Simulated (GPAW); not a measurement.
# [NO2]+ (SMILES O=[N+]=O): a chain of runs, part 2 of 2

GPAW 26.7.0. Earlier steps stand in the parts before.

## 3. The harmonic vibrations at optPBE-vdW/szp(dzp) (scalar-relativistic datasets, shape linear) (run 2)

relaxed.xyz reads:

```xyz
3
Lattice="9.226386999999999 0.0 0.0 0.0 9.706150000000001 0.0 0.0 0.0 8.479379" Properties=species:S:1:pos:R:3:magmoms:R:1:forces:R:3 free_energy=-11.273686881798211 energy=-11.273686881798211 dipole="4.614868294331713 4.8431808060988555 4.2367805248387675" magmom=0.0 pbc="F F F"
O        3.82496260       5.77011883       3.97609086       0.00000000       0.01818954       0.01583083       0.00439675
N        4.61527790       4.84355503       4.23619360       0.00000000      -0.01173129      -0.02747054       0.00792820
O        5.40376988       3.91636447       4.49819105       0.00000000      -0.03648223       0.01459725      -0.02458066
```

calc.py reads:

```python
from ase.io import read
from ase.thermochemistry import IdealGasThermo
from ase.vibrations import Vibrations
from gpaw import GPAW

atoms = read('relaxed.xyz')

calc = GPAW(mode='lcao',
            basis='szp(dzp)',
            h=0.18,
            xc={'name': 'optPBE-vdW', 'backend': 'libvdwxc'},
            charge=1,
            convergence={'density': 1e-05},
            maxiter=120,
            symmetry='off',
            txt='NO2.txt')
atoms.calc = calc

energy = atoms.get_potential_energy()
vib = Vibrations(atoms, delta=0.01)
vib.run()
vib.summary()
freqs = vib.get_frequencies()
zpe = vib.get_zero_point_energy()

thermo = IdealGasThermo(vib_energies=vib.get_energies(), potentialenergy=energy, atoms=atoms, geometry='linear',
                        symmetrynumber=2, spin=0.0, ignore_imag_modes=True)
H = thermo.get_enthalpy(298.15, verbose=False)
S = thermo.get_entropy(298.15, 101325.0, verbose=False)
G = thermo.get_gibbs_energy(temperature=298.15, pressure=101325.0)
```

Run with:

```
$ python3 -u calc.py | tee calc.out
```

Standard output:

```text
---------------------
  #    meV     cm^-1
---------------------
  0   22.4     181.0
  1   29.1     234.8
  2   32.5     262.3
  3   35.6     286.8
  4   37.7     304.4
  5   55.9     450.5
  6   61.2     493.4
  7  127.0    1024.4
  8  219.1    1766.9
---------------------
Zero-point energy: 0.310 eV
Enthalpy components at T = 298.15 K:
===============================
Enthalpy components at T = 298.15 K:
===============================
E_pot                -11.274 eV
E_ZPE                  0.232 eV
Cv_trans (0->T)        0.039 eV
Cv_rot (0->T)          0.026 eV
Cv_vib (0->T)          0.014 eV
-------------------------------
U                    -10.964 eV
===============================
(C_v -> C_p)           0.026 eV
-------------------------------
H                    -10.938 eV
===============================

Entropy components at T = 298.15 K and P = 101325.0 Pa:
=================================================
{"":15s}{"S":13s}     {"T*S:13s}
S_trans (1 bar)    0.0016231 eV/K        0.484 eV
S_rot              0.0005791 eV/K        0.173 eV
S_elec             0.0000000 eV/K        0.000 eV
S_vib              0.0000675 eV/K        0.020 eV
S (1 bar -> P)    -0.0000011 eV/K       -0.000 eV
-------------------------------------------------
S                  0.0022686 eV/K        0.676 eV
=================================================

Free energy components at T = 298.15 K and P = 101325.0 Pa:
=======================
    H        -10.938 eV
 -T*S         -0.676 eV
-----------------------
    G        -11.614 eV
=======================
```

NO2.txt, shortened:

```text
[...]
Number of symmetries: 1
[...]
  Number of IBZ points: 1
[...]
basis functions: 27
Spin-components: 1 (collinear spins)
Bands:           12
[...]
  Valence electrons: 17.0
[...]
  Grid points: [52 52 48]
  Charge: 1.0  # |e|
[...]
    cutoffs:
[...]
occupation numbers:
  # Zero width
[...]
xc functional:
  name: vdW-optPBE with libvdwxc
[...]
|iter     |     time |      energy | eigst |  dens |
[...]
|iter:   1| 00:02:48 |  -11.273905c|      c|       |
[...]
Converged in 8 steps
[...]
dipole moment: (4.614922, 4.843113, 4.233830)  # |e|*Ang
Fermi level: -19.820
[...]
|iter:   8| 00:03:04 |  -11.273344c|      c| -5.29c|
Converged in 8 steps
[...]
Energy contributions relative to reference atoms: (reference = -5563.426107)
Energy contributions:
  Kinetic:        -103.867081
  Coulomb:          92.555738
  Zero:              0.506866
  External:          0.000000
  Xc:               -0.468867
  Entropy:           0.000000
  Spinorbit:         0.000000
  ----------------------------
  Free energy:     -11.273344
  Extrapolated:    -11.273344
dipole moment: (4.614757, 4.843304, 4.239723)  # |e|*Ang
Fermi level: -19.818
Eigenvalues  # (at kpt = [0.000, 0.000, 0.000])
| band index |      eig [eV] | occ [0-2] |
|------------|---------------|-----------|
|          0 |       -44.576 |     2.000 |
|          1 |       -41.834 |     2.000 |
|          2 |       -29.556 |     2.000 |
|          3 |       -26.709 |     2.000 |
|          4 |       -25.862 |     2.000 |
|          5 |       -25.859 |     2.000 |
|          6 |       -22.162 |     2.000 |
|          7 |       -22.160 |     2.000 |
|          8 |       -17.477 |     0.000 |
|          9 |       -17.473 |     0.000 |
|         10 |       -15.000 |     0.000 |
|         11 |        -3.657 |     0.000 |
Gap: 4.682 eV
Transition (v -> c):
[...]
Forces  # eV/Ang
|        x |        y |        z |
|----------|----------|----------|
|  0.02635 |  0.00687 | -0.00639 |  # O    0
|  0.05629 | -0.10815 |  0.05773 |  # N    1
| -0.11477 |  0.09357 | -0.03909 |  # O    2
Force computation time: 0.046  # s
timing:  # [seconds]
  Total:  183.882  # ━━━━━━━━━━━━━━━━━━━━━━━━━━━━━━━━━━━━━━━━━━━━━━━━━━━━━━━━
  Init:     3.535  # ━
  SCF:    159.048  # ━━━━━━━━━━━━━━━━━━━━━━━━━━━━━━━━━━━━━━━━━━━━━━━━╸
  Forces:   0.877  # ╸
  Move:    20.328  # ━━━━━━
```

It took 3.1 min on 1 thread of Arm Neoverse V2, shared host; peak memory 0.8 GiB.

## 4. Outcome

This closing draws on all 2 parts.

```
                                                                                           quantity             value
                 run 1, optPBE-vdW/szp(dzp): energy as printed (from the program's reference atoms)       -11.2737 eV
                                                            run 1, optPBE-vdW/szp(dzp): HOMO energy         -22.17 eV
                                                            run 1, optPBE-vdW/szp(dzp): LUMO energy         -17.47 eV
                                                          run 1, optPBE-vdW/szp(dzp): HOMO–LUMO gap           4.70 eV
                                             run 2, optPBE-vdW/szp(dzp): lowest harmonic wavenumber          450 cm⁻¹
                                            run 2, optPBE-vdW/szp(dzp): highest harmonic wavenumber         1767 cm⁻¹
                                                      run 2, optPBE-vdW/szp(dzp): zero-point energy       22.3 kJ/mol
run 2, optPBE-vdW/szp(dzp): ideal-gas entropy at 298.15 K and 101325 Pa (symmetry number 2 as used)  52.3 cal/(mol K)
```

What this shows: The optimisation (run 1, optPBE-vdW/szp(dzp)) took 13 steps and changed the energy by -2.590 eV. All 4 modes (run 2, optPBE-vdW/szp(dzp)) are real, so the shape is a minimum at this level.
